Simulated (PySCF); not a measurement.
# C4H3Cl: the cost of one run

Programs: PySCF 2.14.0, with routines of our own; each step states its level. All values are computed. Atoms count from 0.

## (1) The starting structure

8 atoms, charge 0, multiplicity 1; geometry from: GFN2-xTB.

## (2) Geometry optimisation at PBE0-D3(BJ)/def2-TZVP

What the job is given:

```
{"job": {"xc": "PBE0", "basis": "def2-TZVP", "d3": "d3bj", "grid": 2, "kind": "geom"}, "charge": 0, "multiplicity": 1}
C     -1.984760    -0.037974    -0.034206
C     -0.679876     0.017652    -0.015081
C      0.573890     0.133478     0.001711
C      1.880604     0.178594     0.021957
Cl     2.860727    -1.248829     0.082573
H     -2.587894     0.854398    -0.071350
H     -2.502651    -0.982507    -0.013394
H      2.449017     1.094600     0.003227
```

Started as:

```bash
> OMP_NUM_THREADS=1 python excited_run.py task.json out
```

The driver reads the jobs from task.json and runs them one after another.

Q: Estimate the wall time and peak memory of this first job on 1 thread of Arm Neoverse V2, shared host.

About 44 s, with a peak of 0.7 GiB.
